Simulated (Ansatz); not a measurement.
# SiP (quartet): the correlation ladder at distance Si1–P2 = 5.138 Å, 6-31G

Aim: climb from Hartree-Fock through coupled cluster and multireference methods for SiP (quartet) at one geometry and basis, and see what each rung misses.

The runs use Ansatz 0.2.0, Gaussian basis; 6-31G, core rule «outside noble gas», up to 10 orbitals frozen.

Plan: UHF; CCSD(T) on ROHF; CCSD(T) on UHF; BCCD(T) on ROHF; CISD; CCSDT(Q) on ROHF; CCSDT(Q) on UHF; CISDTQ; CCSDTQ on ROHF; CCSDTQ on UHF; CASSCF and MRCISD+Q, 5 electrons in 5 orbitals; CASSCF and NEVPT2, 5 electrons in 5 orbitals; CASSCF and MRCISD+Q, 9 electrons in 8 orbitals; CASSCF and NEVPT2, 9 electrons in 8 orbitals; Full CI.

26 further runs of the same task are left out: 20 that didn't finish, 6 set aside as unsound or not needed.

## 1. The geometry

The geometry derives from a PBE0/def2-TZVP stationary point (not a proven minimum). One bond is set to the value named and the two fragments are kept rigid.

2 atoms, charge 0, spin multiplicity 4.

Atoms are counted from 1 here; the program's logs count them from 0.

No contacts short enough for the rule that draws bonds.

## 2. UHF

Contents of in.yaml:

```yaml
crystal:
  periodic: [false, false, false]
  atoms:
    - {symbol: Si, position_ang: [0.000000, 0.000000, 0.000000]}
    - {symbol: P, position_ang: [0.000000, 0.000000, 5.138000]}
basis:
  gaussian: {orbitals: 6-31G}
magnetization: {spin_polarized: true, initial_magnetization: 3}
hamiltonian: {xc: hf}
output: {orbitals: {seedname: orbitals}}
```

The run is started by

```sh
ansatz run in.yaml --threads 1 --pin off --events-out ev --progress --plain --max-ram 2393MiB
```

After this run come: CCSD(T) on ROHF; CCSD(T) on UHF; BCCD(T) on ROHF; CISD; CCSDT(Q) on ROHF; CCSDT(Q) on UHF; CISDTQ; CCSDTQ on ROHF; CCSDTQ on UHF; CASSCF and MRCISD+Q, 5 electrons in 5 orbitals; CASSCF and NEVPT2, 5 electrons in 5 orbitals; CASSCF and MRCISD+Q, 9 electrons in 8 orbitals; CASSCF and NEVPT2, 9 electrons in 8 orbitals; Full CI.

Q: Predict the results of all the runs planned. Wanted: FCI below the RHF energy; RMP2 from FCI; UMP2 from FCI; RCCSD from FCI; RCCSD(T) from FCI; UCCSD(T) from FCI; RCCSDT(Q) from FCI; UCCSDT(Q) from FCI; NEVPT2 pair from FCI.

The runs gave:

| quantity | value |
| --- | --- |
| FCI below the RHF energy | -2.6949 eV |
| RMP2 from FCI | +2219.8 meV |
| UMP2 from FCI | +879.0 meV |
| RCCSD from FCI | +121.5 meV |
| RCCSD(T) from FCI | -501.4 meV |
| UCCSD(T) from FCI | +19.4 meV |
| RCCSDT(Q) from FCI | -3.0 meV |
| UCCSDT(Q) from FCI | -0.6 meV |
| NEVPT2 pair from FCI | +396.5 meV |
| MRCISD+Q pair from FCI | -10.5 meV |
| NEVPT2 valence from FCI | +275.5 meV |
| levels within 1 kcal/mol (43 meV) | UCCSD(T), BCCD(T), RCCSDT, UCCSDT, CISDTQ, RCCSDT(Q), UCCSDT(Q), RCCSDTQ, UCCSDTQ, MRCISD pair, MRCISD+Q pair, MRCISD valence, MRCISD+Q valence |
| T1 diagnostic | 0.315 |
| effectively unpaired electrons | 5.00 |

In words: RCCSD(T) misses by -501.4 meV, 18.6 % of the correlation energy. CCSD(T) misses by -501.4 meV on the restricted determinant and by +19.4 meV on the unrestricted one; the two need not hold the same state or core. RCCSD(T), RCCSDT(Q), MRCISD+Q pair fall below full CI, which methods that aren't variational can do. With 5.0 effectively unpaired electrons against 3 the state is strongly multireference. Of the multireference levels listed MRCISD+Q valence comes nearest in total energy (+0.2 meV), which doesn't show that its space is the better one. Coupled cluster took another determinant than the lowest Hartree-Fock one. These misses are within one basis, not against nature; the frozen cores of restricted and unrestricted runs differ, which can shift their rows.
